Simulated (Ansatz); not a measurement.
Process, species as SMILES: [NH2] (NH2) → 2 H atom + N atom
B3LYP-D3(BJ)/def2-TZVP geometries, fixed; electronic energies without zero-point terms.

Basis-set convergence of the atomisation energy at r2SCAN with Ansatz (a quantum-chemistry and plane-wave program). Cartesian d functions, on some or all atoms, in 6-31G*, 6-31+G*; all else is spherical. The program fits the integrals of some runs and decomposes those of others, by size. Open shells are unrestricted. No added dispersion term, no relativity. Functions are those of the species that has most. Reference: the value in aug-cc-pV5Z, 183.92 kcal/mol, itself unsure by roughly 0.06 kcal/mol (its mean distance from pcseg-4, aug-pcseg-3, aug-cc-pVQZ). Deviations are taken from unrounded values.

```json
[
 {"basis": "6-31G*", "functions": "19", "atomisation energy (kcal/mol)": "175.51"},
 {"basis": "6-31+G*", "functions": "23", "atomisation energy (kcal/mol)": "177.06"},
 {"basis": "cc-pVDZ", "functions": "24", "atomisation energy (kcal/mol)": "175.88"},
 {"basis": "aug-cc-pVDZ", "functions": "41", "atomisation energy (kcal/mol)": "180.41"},
 {"basis": "def2-SVP", "functions": "24", "atomisation energy (kcal/mol)": "178.57"},
 {"basis": "def2-SVPD", "functions": "36", "atomisation energy (kcal/mol)": "183.86"},
 {"basis": "pcseg-1", "functions": "24", "atomisation energy (kcal/mol)": "178.13"},
 {"basis": "aug-pcseg-1", "functions": "41", "atomisation energy (kcal/mol)": "182.01"},
 {"basis": "6-311G**", "functions": "30", "atomisation energy (kcal/mol)": "179.00"},
 {"basis": "6-311+G**", "functions": "34", "atomisation energy (kcal/mol)": "180.71"},
 {"basis": "def2-TZVP", "functions": "43", "atomisation energy (kcal/mol)": "181.55"},
 {"basis": "def2-TZVPD", "functions": "55", "atomisation energy (kcal/mol)": "182.48"},
 {"basis": "cc-pVTZ", "functions": "58", "atomisation energy (kcal/mol)": "182.31"},
 {"basis": "aug-cc-pVTZ", "functions": "92", "atomisation energy (kcal/mol)": "183.54"},
 {"basis": "pcseg-2", "functions": "58", "atomisation energy (kcal/mol)": "183.20"},
 {"basis": "aug-pcseg-2", "functions": "92", "atomisation energy (kcal/mol)": "183.81"},
 {"basis": "def2-TZVPP", "functions": "59", "atomisation energy (kcal/mol)": "182.85"},
 {"basis": "def2-TZVPPD", "functions": "71", "atomisation energy (kcal/mol)": "183.46"},
 {"basis": "cc-pVQZ", "functions": "115", "atomisation energy (kcal/mol)": "183.23"},
 {"basis": "aug-cc-pVQZ", "functions": "172", "atomisation energy (kcal/mol)": "183.76"},
 {"basis": "def2-QZVPP", "functions": "117", "atomisation energy (kcal/mol)": "183.48"},
 {"basis": "def2-QZVPPD", "functions": "129", "atomisation energy (kcal/mol)": "183.71"},
 {"basis": "pcseg-3", "functions": "126", "atomisation energy (kcal/mol)": "183.85"},
 {"basis": "aug-pcseg-3", "functions": "183", "atomisation energy (kcal/mol)": "183.91"},
 {"basis": "cc-pV5Z", "functions": "201", "atomisation energy (kcal/mol)": "183.75"},
 {"basis": "aug-cc-pV5Z", "functions": "287", "atomisation energy (kcal/mol)": "183.92"}
]
```

What the diffuse functions change, pair by pair:
- 6-31G* to 6-31+G*: 4 more functions, deviation -8.41 to -6.86 kcal/mol
- cc-pVDZ to aug-cc-pVDZ: 17 more functions, deviation -8.04 to -3.50 kcal/mol
- def2-SVP to def2-SVPD: 12 more functions, deviation -5.34 to -0.06 kcal/mol
- pcseg-1 to aug-pcseg-1: 17 more functions, deviation -5.78 to -1.90 kcal/mol
- 6-311G** to 6-311+G**: 4 more functions, deviation -4.92 to -3.20 kcal/mol
- def2-TZVP to def2-TZVPD: 12 more functions, deviation -2.37 to -1.43 kcal/mol
- cc-pVTZ to aug-cc-pVTZ: 34 more functions, deviation -1.60 to -0.38 kcal/mol
- pcseg-2 to aug-pcseg-2: 34 more functions, deviation -0.72 to -0.10 kcal/mol
- def2-TZVPP to def2-TZVPPD: 12 more functions, deviation -1.07 to -0.45 kcal/mol
- cc-pVQZ to aug-cc-pVQZ: 57 more functions, deviation -0.69 to -0.16 kcal/mol
- def2-QZVPP to def2-QZVPPD: 12 more functions, deviation -0.44 to -0.21 kcal/mol
- pcseg-3 to aug-pcseg-3: 57 more functions, deviation -0.06 to -0.01 kcal/mol
- cc-pV5Z to aug-cc-pV5Z: 86 more functions, deviation -0.17 to 0.00 kcal/mol

Leaving out the reference's own pair, they bring the value nearer the reference by more than 0.06 kcal/mol in 11 of 12 pairs.
